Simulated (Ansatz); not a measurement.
**AlH3O (AlH2(OH)): levels of theory compared**

Aim: a comparison of 6 runs (B2PLYP/STO-3G, B3LYP/STO-3G, BHLYP/STO-3G, PBE/STO-3G, wB97X/STO-3G, UCCSD(T)/STO-3G) of AlH3O (AlH2(OH)). 

The calculation is run with Ansatz 0.2.0.

56 further runs of the same task are left out: 56 set aside as unsound or not needed.

### Step 1. The system as given

The species is AlH3O (5 atoms), meant as a singlet with charge 0. As SMILES, `[H][Al]([H])[OH]`. The H2–Al1 distance was set to 2.298 Å, away from the relaxed value. At this shape a bond of the SMILES string is far longer than usual.

Bond lengths: Al1–O4 1.636 Å, Al1–H3 1.531 Å, O4–H5 0.949 Å. Angles: Al1–O4–H5 179.6°, H3–Al1–O4 120.0°.

### Step 2. The energy at B2PLYP/STO-3G (run 1)

File in.yaml:

```yaml
crystal:
  periodic: [false, false, false]
  atoms:
    - {symbol: Al, position_ang: [-0.491794, 0.468064, -0.053218]}
    - {symbol: H, position_ang: [1.798980, 0.417230, -0.221380]}
    - {symbol: H, position_ang: [-1.244584, 1.785954, -0.255758]}
    - {symbol: O, position_ang: [-1.319014, -0.903086, 0.282712]}
    - {symbol: H, position_ang: [-1.797844, -1.700386, 0.471852]}
basis:
  gaussian:
    orbitals: STO-3G
hamiltonian:
  xc: {name: B2PLYP}
correlation:
  frozen_orbitals: {Al: 5, H: 0, O: 1}
accuracy: high
```

Launch:

```console
$ ansatz run in.yaml --threads 1 --pin off --max-ram 2610MiB --events-out events.jsonl --progress --plain --runs-dir runs
```

The log of the run:

```text
Warning: RAYON_NUM_THREADS=1 ignored (pool sized by the plan → 1); use --threads N
Functional definition: B2PLYP
  name "B2PLYP"
  parameter a = 0.53
  parameter c = 0.27
  exchange = (1 - a)*b88_x + a*exact_x
  correlation = (1 - c)*lyp_c + c*(mp2_os + mp2_ss)
288 factors; integrals over basis functions are off by at most 9.3e-9 eV
mean field evaluation 1: about -8570.1357 eV, gradient 2.7e1 eV
mean field evaluation 2: about -8570.1234 eV, gradient 2.7e1 eV
mean field evaluation 4: about -8573.3268 eV, gradient 8.5e-1 eV
mean field evaluation 8: about -8573.3262 eV, gradient 8.0e-3 eV
mean field evaluation 16: about -8573.3262 eV, gradient 3.9e-8 eV
mean field -8573.32617446 eV, -315.0639257022 hartree, gradient 3.8e-8 eV, S^2 0.000000; 0 other end points of the search recorded, 0 dependent functions left out; unrestricted orbitals would lower it
6 core orbitals not correlated: weight in the atoms' cores, before any rotation towards them, 1.000 or more for the frozen orbitals, at most 0.000 for the correlated occupied ones
reference -8573.32619291 eV, -315.0639263803 hartree; 6, 6 occupied and 5, 5 virtual orbitals, 288 factors
second order -3.20406245 eV of doubles, -0.00000000 eV of singles
Total energy: -8574.19128977 eV, -315.0957181035 hartree
```

It took 1.8 s on 1 thread of Intel Xeon Platinum 8259CL at 2.50GHz (Skylake/Cascade Lake), shared host; peak memory 0.11 GiB.

### Step 3. The energy at B3LYP/STO-3G (run 2)

File input.yaml:

```yaml
crystal:
  periodic: [false, false, false]
  atoms:
    - {symbol: Al, position_ang: [-0.491794, 0.468064, -0.053218]}
    - {symbol: H, position_ang: [1.798980, 0.417230, -0.221380]}
    - {symbol: H, position_ang: [-1.244584, 1.785954, -0.255758]}
    - {symbol: O, position_ang: [-1.319014, -0.903086, 0.282712]}
    - {symbol: H, position_ang: [-1.797844, -1.700386, 0.471852]}
basis:
  gaussian: {orbitals: STO-3G}
hamiltonian: {xc: {name: B3LYP}}
magnetization: {spin_polarized: false}
accuracy: high
```

Launch:

```console
$ ansatz run input.yaml --threads 1 --pin off --max-ram 2610MiB --events-out events.jsonl --progress --plain --runs-dir runs
```

The log of the run:

```text
Warning: RAYON_NUM_THREADS=1 ignored (pool sized by the plan → 1); use --threads N
Functional definition: B3LYP
  name "B3LYP"
  parameter a0 = 0.2
  parameter ax = 0.72
  parameter ac = 0.81
  exchange = (1 - a0 - ax)*slater_x + ax*b88_x + a0*exact_x
  correlation = (1 - ac)*vwn_rpa_c + ac*lyp_c
288 factors; integrals over basis functions are off by at most 9.3e-9 eV
mean field evaluation 1: about -8576.9578 eV, gradient 3.1e1 eV
mean field evaluation 2: about -8567.9877 eV, gradient 6.0e1 eV
mean field evaluation 4: about -8581.0775 eV, gradient 3.6e0 eV
mean field evaluation 8: about -8581.0979 eV, gradient 3.7e-2 eV
mean field evaluation 16: about -8581.0979 eV, gradient 8.2e-9 eV
mean field -8581.09788878 eV, -315.3495309356 hartree, gradient 8.9e-9 eV, S^2 0.000000; 0 other end points of the search recorded, 0 dependent functions left out
reference -8581.09791742 eV, -315.3495319882 hartree; 12, 12 occupied and 5, 5 virtual orbitals, 288 factors
Total energy: -8581.09791742 eV, -315.3495319882 hartree
```

Run time: 1.3 s. Hardware: 1 thread of Intel Xeon Platinum 8259CL at 2.50GHz (Skylake/Cascade Lake), shared host; peak memory 0.11 GiB.

Runs 3 to 4 aren't shown in full; the table further down has their settings and results.

### Step 4. The energy at wB97X/STO-3G (run 5)

File job.yaml:

```yaml
crystal:
  periodic: [false, false, false]
  atoms:
    - symbol: Al
      position_ang: [-0.491794, 0.468064, -0.053218]
    - symbol: H
      position_ang: [1.798980, 0.417230, -0.221380]
    - symbol: H
      position_ang: [-1.244584, 1.785954, -0.255758]
    - symbol: O
      position_ang: [-1.319014, -0.903086, 0.282712]
    - symbol: H
      position_ang: [-1.797844, -1.700386, 0.471852]
basis:
  gaussian: {orbitals: STO-3G}
hamiltonian: {xc: {name: wB97X}}
accuracy: high
```

Launch:

```console
$ ansatz run job.yaml --threads 1 --pin off --max-ram 2610MiB --events-out events.jsonl --progress --plain --runs-dir runs
```

The log of the run:

```text
Warning: RAYON_NUM_THREADS=1 ignored (pool sized by the plan → 1); use --threads N
Functional definition: wB97X
  name "wB97X"
  parameter omega = 0.3/bohr
  parameter cx = 0.157706
  parameter cx1 = 0.726479
  parameter cx2 = 1.04760
  parameter cx3 = -5.70635
  parameter cx4 = 13.2794
  parameter css1 = -4.33879
  parameter css2 = 18.2308
  parameter css3 = -31.7430
  parameter css4 = 17.2901
  parameter cos1 = 2.37031
  parameter cos2 = -11.3995
  parameter cos3 = 6.58405
  parameter cos4 = -3.78132
  exchange = spin_sum(e_x_unif_sr(omega)*poly(b97_u_x, 1 - cx, cx1, cx2, cx3, cx4)) + cx*exact_x_sr(omega)
      + exact_x_lr(omega)
  correlation = spin_sum(e_c_pw_same_spin*poly(b97_u_same, 1, css1, css2, css3, css4))
      + integral(e_c_pw_opposite_spin*poly(b97_u_opposite, 1, cos1, cos2, cos3, cos4))
288 factors; integrals over basis functions are off by at most 9.3e-9 eV
127 factors; integrals over basis functions are off by at most 8.6e-10 eV
mean field evaluation 1: about -8576.5895 eV, gradient 2.8e1 eV
mean field evaluation 2: about -8578.6373 eV, gradient 2.1e1 eV
mean field evaluation 4: about -8580.0573 eV, gradient 6.4e-1 eV
mean field evaluation 8: about -8580.0104 eV, gradient 5.5e-3 eV
mean field evaluation 16: about -8580.0104 eV, gradient 5.0e-8 eV
mean field -8580.01037450 eV, -315.3095655230 hartree, gradient 4.9e-8 eV, S^2 0.000000; 0 other end points of the search recorded, 0 dependent functions left out
reference -8580.01037269 eV, -315.3095654566 hartree; 12, 12 occupied and 5, 5 virtual orbitals, 288 factors
Total energy: -8580.01037269 eV, -315.3095654566 hartree
```

Wall time 6.9 s (1 thread of Intel Xeon Platinum 8259CL at 2.50GHz (Skylake/Cascade Lake), shared host); peak memory 0.25 GiB.

### Step 5. The energy at UCCSD(T)/STO-3G (run 6)

File job.yaml:

```yaml
basis:
  gaussian:
    orbitals: STO-3G
crystal:
  periodic: [false, false, false]
  atoms:
    - {symbol: Al, position_ang: [-0.491794, 0.468064, -0.053218]}
    - {symbol: H, position_ang: [1.798980, 0.417230, -0.221380]}
    - {symbol: H, position_ang: [-1.244584, 1.785954, -0.255758]}
    - {symbol: O, position_ang: [-1.319014, -0.903086, 0.282712]}
    - {symbol: H, position_ang: [-1.797844, -1.700386, 0.471852]}
magnetization:
  spin_polarized: true
  initial_magnetization: 0
correlation:
  method: ccsd_t
  frozen_orbitals: {Al: 5, H: 0, O: 1}
accuracy: high
scf:
  omitted_lower_state_checks: [cluster_reference, increment]
```

Launch:

```console
$ ansatz run job.yaml --threads 1 --pin off --max-ram 2610MiB --events-out events.jsonl --progress --plain --runs-dir runs
```

The log of the run:

```text
Warning: RAYON_NUM_THREADS=1 ignored (pool sized by the plan → 1); use --threads N
Functional definition: HF
  name "HF"
  exchange = exact_x
  correlation = 0
these checks for a lower state are left out or cut short: cluster_reference, increment
288 factors; integrals over basis functions are off by at most 9.3e-9 eV
mean field evaluation 1: about -8553.6478 eV, gradient 1.7e1 eV
mean field evaluation 2: about -8553.6611 eV, gradient 1.7e1 eV
mean field evaluation 4: about -8556.2940 eV, gradient 8.9e-1 eV
mean field evaluation 8: about -8556.3000 eV, gradient 9.6e-6 eV
mean field evaluation 16: about -8556.3160 eV, gradient 3.6e0 eV
mean field -8556.67185978 eV, -314.4518909266 hartree, gradient 2.2e-8 eV, S^2 0.497238; 2 other end points of the search recorded, 0 dependent functions left out
6 core orbitals not correlated: weight in the atoms' cores, before any rotation towards them, 1.000 or more for the frozen orbitals, at most 0.000 for the correlated occupied ones
reference -8556.67185978 eV, -314.4518909266 hartree; 6, 6 occupied and 5, 5 virtual orbitals, 288 factors
second order -1.58655971 eV of doubles, -0.00000000 eV of singles
cycle   1  -1.87993260 eV  change   -2.9e-1 eV  update   9.1e-2
cycle   2  -2.12640776 eV  change   -2.5e-1 eV  update   5.5e-2
cycle   3  -2.33418120 eV  change   -2.1e-1 eV  update   4.7e-2
cycle   4  -2.60736723 eV  change   -2.7e-1 eV  update   3.6e-2
cycle   5  -2.70438804 eV  change   -9.7e-2 eV  update   1.7e-2
cycle   6  -2.74263434 eV  change   -3.8e-2 eV  update   7.9e-3
cycle   7  -2.74798511 eV  change   -5.4e-3 eV  update   2.3e-3
cycle   8  -2.74952707 eV  change   -1.5e-3 eV  update   1.1e-3
cycle   9  -2.75031156 eV  change   -7.8e-4 eV  update   4.3e-4
cycle  10  -2.75010509 eV  change    2.1e-4 eV  update   1.7e-4
cycle  11  -2.75003799 eV  change    6.7e-5 eV  update   6.1e-5
cycle  12  -2.75007458 eV  change   -3.7e-5 eV  update   2.2e-5
cycle  13  -2.75008278 eV  change   -8.2e-6 eV  update   9.1e-6
cycle  14  -2.75008054 eV  change    2.2e-6 eV  update   4.0e-6
cycle  15  -2.75007903 eV  change    1.5e-6 eV  update   1.6e-6
cycle  16  -2.75007726 eV  change    1.8e-6 eV  update   6.8e-7
cycle  17  -2.75007677 eV  change    4.9e-7 eV  update   2.5e-7
cycle  18  -2.75007681 eV  change   -4.1e-8 eV  update   1.1e-7
cycle  19  -2.75007681 eV  change  -2.3e-10 eV  update   6.2e-8
cycle  20  -2.75007688 eV  change   -6.9e-8 eV  update   4.5e-8
cycle  21  -2.75007685 eV  change    3.3e-8 eV  update   1.1e-7
cycle  22  -2.75007697 eV  change   -1.2e-7 eV  update   6.6e-8
cycle  23  -2.75007717 eV  change   -2.0e-7 eV  update   4.5e-8
cycle  24  -2.75007739 eV  change   -2.2e-7 eV  update   2.8e-8
cycle  25  -2.75007745 eV  change   -6.5e-8 eV  update   1.1e-8
cycle  26  -2.75007746 eV  change   -7.0e-9 eV  update   4.0e-9
cycle  27  -2.75007746 eV  change   -3.5e-9 eV  update   1.7e-9
cycle  28  -2.75007746 eV  change   -1.6e-9 eV  update  7.6e-10
cycle  29  -2.75007747 eV  change  -6.4e-10 eV  update  3.0e-10
perturbative correction -0.12307709 eV, -0.0045229998 hartree
Total energy: -8559.54501434 eV, -314.5574774091 hartree
Checks for a lower state left out: cluster_reference, increment
```

Wall time 0.67 s (1 thread of Intel Xeon Platinum 8259CL at 2.50GHz (Skylake/Cascade Lake), shared host).

### Step 6. Overview of the runs

| run | level | frozen core orbitals | energy (Eh) | wall time |
| --- | --- | --- | --- | --- |
| 1 | B2PLYP/STO-3G | 6 | -315.095718 | 1.8 s |
| 2 | B3LYP/STO-3G | – | -315.349532 | 1.3 s |
| 3 | BHLYP/STO-3G | – | -315.300539 | 1.4 s |
| 4 | PBE/STO-3G | – | -315.111759 | 1.8 s |
| 5 | wB97X/STO-3G | – | -315.309565 | 6.9 s |
| 6 | UCCSD(T)/STO-3G | 6 | -314.557477 | 0.67 s |

### Step 7. Summary of results

```
                                          quantity          value
                               run 6: total energy  -314.55748 Eh
run 6: correlation energy (6 core orbitals frozen)     -105.6 mEh
                             run 6: (T) correction      -4.52 mEh
          run 6: ⟨S²⟩ of the reference determinant          0.497
                              run 6: T1 diagnostic          0.077
```

In words: Totals of different functionals can't be ranked against each other. In run 1 the log says that unrestricted orbitals would lower the reference, so the values rest on an unstable closed-shell determinant (other closed-shell runs at this shape may share the fault). In runs 1, 2, 3, 4, 5, 6 the basis is minimal, so the values are rough. Spin contamination of the reference: run 6 ⟨S²⟩ = 0.50. All runs together took 14 s, the longest 6.9 s.
